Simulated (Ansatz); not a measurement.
## Worked example: H2Ge–CH3⁺, singlet against H₂Ge–CH₃, doublet

Geometry (PBE0/def2-TZVP stationary point of a doublet), kept for both states (H2Ge–CH3, doublet: A'; H2Ge–CH3⁺, singlet: A'):

```yaml
atoms:
  - { symbol: Ge, position_ang: [-0.0301, 0.0000, 0.3276] }
  - { symbol: C, position_ang: [0.0558, 0.0000, -1.6306] }
  - { symbol: H, position_ang: [0.6369, -1.2630, 0.9193] }
  - { symbol: H, position_ang: [0.6369, 1.2630, 0.9193] }
  - { symbol: H, position_ang: [-0.4351, 0.8873, -2.0306] }
  - { symbol: H, position_ang: [1.0998, 0.0000, -1.9531] }
  - { symbol: H, position_ang: [-0.4351, -0.8873, -2.0306] }
```

Basis cc-pVDZ; Ansatz 0.2.0. Correlated methods freeze the noble-gas cores and the filled d shells of p-block atoms. R marks a restricted (for open shells ROHF) determinant, U an unrestricted one. No spin–orbit coupling is included, and no scalar relativity.

Full CI isn't at hand for all of this; UCCSDT(Q) serves as the reference, and is uncertain by about the last step of the cluster series.

```json
{"level": "UHF", "E(H2Ge–CH3, doublet) (hartree)": "-2116.077744", "E(H2Ge–CH3⁺, singlet) (hartree)": "-2115.793500"}
{"level": "UMP2", "E(H2Ge–CH3, doublet) (hartree)": "-2116.311729", "E(H2Ge–CH3⁺, singlet) (hartree)": "-2116.019949"}
{"level": "UCCSD(T)", "E(H2Ge–CH3, doublet) (hartree)": "-2116.356002", "E(H2Ge–CH3⁺, singlet) (hartree)": "-2116.064072"}
{"level": "PBE", "E(H2Ge–CH3, doublet) (hartree)": "-2117.650980", "E(H2Ge–CH3⁺, singlet) (hartree)": "-2117.355928"}
{"level": "wB97M-V", "E(H2Ge–CH3, doublet) (hartree)": "-2117.878382", "E(H2Ge–CH3⁺, singlet) (hartree)": "-2117.582385"}
{"level": "UCCSDT(Q)", "E(H2Ge–CH3, doublet) (hartree)": "-2116.357190", "E(H2Ge–CH3⁺, singlet) (hartree)": "-2116.065302"}
```

Question: Give the vertical gap, H2Ge–CH3⁺ singlet less H2Ge–CH3 doublet, at each level in eV (1 hartree = 27.2114 eV), and each error against UCCSDT(Q).

Answer: UCCSDT(Q): (-2116.065302 − (-2116.357190)) × 27.2114 = 7.943 eV (the reference)
wB97M-V: (-2117.582385 − (-2117.878382)) × 27.2114 = 8.054 eV, error 0.111 eV
PBE: (-2117.355928 − (-2117.650980)) × 27.2114 = 8.029 eV, error 0.086 eV
UCCSD(T): (-2116.064072 − (-2116.356002)) × 27.2114 = 7.944 eV, error 0.001 eV
UMP2: (-2116.019949 − (-2116.311729)) × 27.2114 = 7.940 eV, error -0.003 eV
UHF: (-2115.793500 − (-2116.077744)) × 27.2114 = 7.735 eV, error -0.208 eV

Total energies of functionals can't be set beside those of wave-function methods, since they hold the core's correlation and their own absolute errors; only the differences compare.

In so small a basis the reference is far from its limit while semilocal and hybrid functionals are nearer theirs, so the functionals' errors here hold much of the reference's basis and frozen-core error, which can add to them or hide them.

Each level lands on the state that its own search finds. T1 diagnostics of restricted CCSD: 0.012 and 0.011.
